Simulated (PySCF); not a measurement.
An unknown gives this computed stick spectrum. The calculation used TDDFT PBE0/def2-SVPD, vertical, gas phase, core orbitals frozen in the response in PySCF. Geometries: GFN2-xTB, one conformer each.

```json
{"state": "S1", "E (eV)": "3.99", "f": "0.0049", "main configurations (H = HOMO, L = LUMO)": "H→L (100%)"}
{"state": "S2", "E (eV)": "4.64", "f": "0.0000", "main configurations (H = HOMO, L = LUMO)": "H→L+1 (100%)"}
{"state": "S3", "E (eV)": "5.62", "f": "0.103", "main configurations (H = HOMO, L = LUMO)": "H-1→L (87%), H-3→L+1 (12%)"}
{"state": "S4", "E (eV)": "5.65", "f": "0.0005", "main configurations (H = HOMO, L = LUMO)": "H-2→L (98%)"}
{"state": "S5", "E (eV)": "6.43", "f": "0.0000", "main configurations (H = HOMO, L = LUMO)": "H-2→L+1 (100%)"}
{"state": "S6", "E (eV)": "6.69", "f": "0.082", "main configurations (H = HOMO, L = LUMO)": "H-1→L+1 (81%), H-3→L (18%)"}
{"state": "S7", "E (eV)": "7.07", "f": "0.0000", "main configurations (H = HOMO, L = LUMO)": "H→L+2 (99%)"}
{"state": "S8", "E (eV)": "7.66", "f": "0.052", "main configurations (H = HOMO, L = LUMO)": "H→L+3 (98%)"}
```

Orbital energies (eV): HOMO-3 -9.71, HOMO-2 -9.00, HOMO-1 -8.14, HOMO -7.30, LUMO -1.56, LUMO+1 -0.88, LUMO+2 0.93.

Task: Which structure fits? All have the formula C4H4N2.
A. `C1=CN=CC=N1`
B. `c1ccnnc1`
C. `N#CCCC#N`
D. `N#CC[C@H]1C=N1`

Result: A. Its S1 lies at 3.99 eV; the nearest of the others has S1 at 3.42 eV. S1 is HOMO→LUMO (100%). Löwdin shares by element: HOMO nitrogen 56%, carbon 17% or more (atoms not listed hold the other 27%); LUMO nitrogen 50%, carbon 23% or more (atoms not listed hold the other 27%). At the same level the other candidates give, for their lowest levels:
- `N#CC[C@H]1C=N1`: 5.03 eV (f 0.000); 6.82 eV (f 0.019); 7.35 eV (f 0.001); 7.64 eV (f 0.014); 7.73 eV (f 0.027); T1 4.23 eV; HOMO -8.37, LUMO -1.30 eV
- `N#CCCC#N`: 7.79 eV (f 0.000); 7.84 eV (f 0.001); 8.12 eV (f 0.016); 8.14 eV (f 0.000); 8.21 eV (f 0.000); T1 6.40 eV; HOMO -9.92, LUMO -0.20 eV
- `c1ccnnc1`: 3.42 eV (f 0.004); 3.90 eV (f 0.000); 5.84 eV (f 0.000); 5.88 eV (f 0.022); 6.34 eV (f 0.005); T1 2.63 eV; HOMO -6.64, LUMO -1.50 eV
Triplets come from the Tamm–Dancoff approximation.
